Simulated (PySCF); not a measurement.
Ground-state electric properties of a mixed set of molecules.

All values: B3LYP/def2-SVPD (PySCF) at PBE0-D3(BJ)/def2-SVP geometries, gas phase, one conformer each. Core orbitals are frozen in the response; Δα² is half the sum of the squared differences of the principal polarisabilities. The calculation is non-relativistic, for germanium and bromine too.

(1) Rank by mean static polarisability, highest first.
A. `[GeH2]([Br])[CH3]` (CH5BrGe)
B. `CC([C@H](SC)C)C` (C6H14S)
C. `O=CF` (CHFO)
D. `c1ccccc1/N=C/CF` (C8H8FN)

(2) Rank by dipole moment, lowest first.
A. `[CH3:1][S:2][C@H:3]([CH3:4])[CH:5]([CH3:6])[CH3:7]` with C1–S2–C3–C4 67°, S2–C3–C5–C6 -55°
B. formyl fluoride (`O=CF`)
C. `[H][Ge]([H])([CH3])[Br]` (GeH2MeBr)
D. `[F:1][CH2:2]/[CH:3]=[N:4]/[c:5]1[cH:6][cH:7][cH:8][cH:9][cH:10]1` with F1–C2–C3–N4 178°, C3–N4–C5–C6 -42°

## Answers

(1) D (15.95 Å³), B (14.32 Å³), A (9.97 Å³), C (2.68 Å³).

(2) D (0.86 D), A (1.67 D), B (2.11 D), C (2.45 D).

All values together:

| SMILES | formula | μ (D) | HOMO (eV) | LUMO (eV) | α (Å³) | Δα (Å³) | electrons | α per electron (Å³) | ΔSCF removal energy (eV) |
| --- | --- | --- | --- | --- | --- | --- | --- | --- | --- |
| [H][Ge]([H])([CH3])[Br] | CH5BrGe | 2.45 | -7.82 | -0.76 | 9.97 | 2.82 | 78 | 0.128 | 10.25 |
| O=CF | CHFO | 2.11 | -9.39 | -1.42 | 2.68 | 1.20 | 24 | 0.112 | 12.68 |
| CS[C@H](C)C(C)C | C6H14S | 1.67 | -5.99 | 0.24 | 14.32 | 2.74 | 66 | 0.217 | – |
| FC/C=N/c1ccccc1 | C8H8FN | 0.86 | -6.61 | -1.57 | 15.95 | 11.60 | 72 | 0.221 | – |

Conformers: `[CH3:1][S:2][C@H:3]([CH3:4])[CH:5]([CH3:6])[CH3:7]` with C1–S2–C3–C4 67°, S2–C3–C5–C6 -55°; `[F:1][CH2:2]/[CH:3]=[N:4]/[c:5]1[cH:6][cH:7][cH:8][cH:9][cH:10]1` with F1–C2–C3–N4 178°, C3–N4–C5–C6 -42°.

A dash marks a removal energy that wasn't run or isn't settled.
